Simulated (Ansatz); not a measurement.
C₃H₂F₂O, SMILES `FC1(F)C=CO1` at its PBE0-D4/def2-TZVP geometry, where that method's forces vanish. Charge 0, multiplicity 1.

```xyz
8

F     0.2618   -0.7492   -1.7835
C    -0.3688   -0.3019   -0.7027
F    -1.6557   -0.6029   -0.8400
C     0.2769   -0.5118    0.6422
C     0.3913    0.8100    0.6696
O    -0.1878    1.1195   -0.5551
H     0.5159   -1.3585    1.2591
H     0.7664    1.5948    1.3104
```

What forces (eV/Å) does PBE-D4/def2-TZVPP give on these atoms in Ansatz? (Best estimate.)

Ansatz gave: 
```
F1   0.459 -0.285 -0.713
C2   0.144 -0.324  0.344
F3  -0.874 -0.184 -0.057
C4   0.059 -0.607  0.215
C5   0.217  0.387  0.381
O6  -0.134  1.015 -0.430
H7   0.051 -0.188  0.133
H8   0.077  0.186  0.128
```
